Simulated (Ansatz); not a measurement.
Consider the substitution at a C–O bond: `C=C(O)OC` + `[NH2][AlH2]` → `C[NH][AlH2]` + `C=C(O)O`.

Gas-phase electronic energies from Ansatz, PBE0-D4/def2-TZVP geometries. CCSD(T)/CBS is the MP2 limit (def2-TZVPP, def2-QZVPP) plus CCSD(T) − MP2 in def2-TZVPP, frozen cores. This one scheme is used for every species. Functionals use def2-TZVPP. Each species was taken in one conformer, which may not be the lowest.

```json
{"level": "PBE0-D4", "ΔE (eV)": "0.01"}
{"level": "MP2/def2-QZVPP", "ΔE (eV)": "0.05"}
```

(1) What does CCSD(T)/CBS give? (Estimate.)

Largest T1 diagnostic among the species: 0.012.

Answers

(1) Ansatz gave: +0.05 eV. The listed levels differ from it by -0.04, 0.00 eV.
